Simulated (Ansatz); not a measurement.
A nudged elastic band was laid between two geometries of B2H2O (5 atoms, charge 0, multiplicity 1).

The calculation used RKS B3LYP-D4/6-31G in Ansatz.

```yaml
movable_images: 7
climbing_image: yes
spring: 5.0 eV/Å²
optimiser: quadratic models (default)
start_path: through a guess of the saddle point
force_threshold: 0.03 eV/Å
iteration_limit: 60
end_points: relaxed
```

Initial state:

```xyz
5
Properties=species:S:1:pos:R:3
B -0.723 -0.148 -0.354
B 0.641 0.479 0.174
O 0.214 -0.856 0.465
H -1.753 -0.514 -0.795
H 1.622 1.040 0.510
```

Final state:

```xyz
5
Properties=species:S:1:pos:R:3
B -0.293 0.114 -0.212
B -0.403 1.754 -0.926
O 0.843 -0.123 0.530
H -1.122 -0.751 -0.342
H 0.975 -0.994 0.950
```

(1) Which bonds break or form, and what moves?

(2) What energy profile does the band end with?

(3) What is the geometry of the highest image?

## Answers

(1) Bonds broken: B2–O3, B2–H5. Bonds formed: O3–H5.

(2) It converged. The highest image is number 6 of 0 to 8, 3.86 eV above the first end and 0.58 eV above the last; the last end lies 3.28 eV above the first. The profile has 2 maxima (images 3, 6) with wells between them (image 5): this band takes more than one step, which may be the mechanism or a detour left from its start path. Neighbouring images differ by up to 1.8 eV, so the band resolves the path poorly. A vibrational analysis at the climbing image gives one clearly imaginary mode, 892i cm⁻¹, and a faint second one (30i cm⁻¹) that may be numerical noise or a soft torsion: probably a first-order saddle point. The orbitals stay closed-shell, which can raise the energy where a bond breaks towards radicals; this wasn't checked here. Limits of this set-up: no polarisation functions.

```json
{"image": "0", "path coordinate (Å)": "0.00", "energy (eV)": "0.00", "B2–O3 (Å)": "1.43", "B2–H5 (Å)": "1.18", "O3–H5 (Å)": "2.36"}
{"image": "1", "path coordinate (Å)": "0.53", "energy (eV)": "0.96", "B2–O3 (Å)": "1.57", "B2–H5 (Å)": "1.15", "O3–H5 (Å)": "1.94"}
{"image": "2", "path coordinate (Å)": "1.05", "energy (eV)": "2.81", "B2–O3 (Å)": "1.90", "B2–H5 (Å)": "1.28", "O3–H5 (Å)": "1.54"}
{"image": "3", "path coordinate (Å)": "1.58", "energy (eV)": "3.60", "B2–O3 (Å)": "2.11", "B2–H5 (Å)": "1.75", "O3–H5 (Å)": "1.05"}
{"image": "4", "path coordinate (Å)": "2.11", "energy (eV)": "3.39", "B2–O3 (Å)": "2.51", "B2–H5 (Å)": "2.43", "O3–H5 (Å)": "0.99"}
{"image": "5", "path coordinate (Å)": "2.63", "energy (eV)": "3.35", "B2–O3 (Å)": "2.85", "B2–H5 (Å)": "3.05", "O3–H5 (Å)": "0.97"}
{"image": "6", "path coordinate (Å)": "3.16", "energy (eV)": "3.86", "B2–O3 (Å)": "2.68", "B2–H5 (Å)": "3.46", "O3–H5 (Å)": "0.95"}
{"image": "7", "path coordinate (Å)": "3.54", "energy (eV)": "3.46", "B2–O3 (Å)": "2.53", "B2–H5 (Å)": "3.50", "O3–H5 (Å)": "0.97"}
{"image": "8", "path coordinate (Å)": "3.92", "energy (eV)": "3.28", "B2–O3 (Å)": "2.68", "B2–H5 (Å)": "3.60", "O3–H5 (Å)": "0.98"}
```

(3) 
```xyz
5
Properties=species:S:1:pos:R:3
B -0.402 0.048 -0.248
B -0.246 1.745 -0.828
O 0.629 -0.413 0.497
H -1.329 -0.692 -0.473
H 1.348 -0.689 1.052
```

Run time: 2.7 min on 1 thread of Intel(R) Xeon(R) Processor @ 2.50GHz (Skylake/Cascade Lake), on a shared host, peak memory 0.097 GiB.
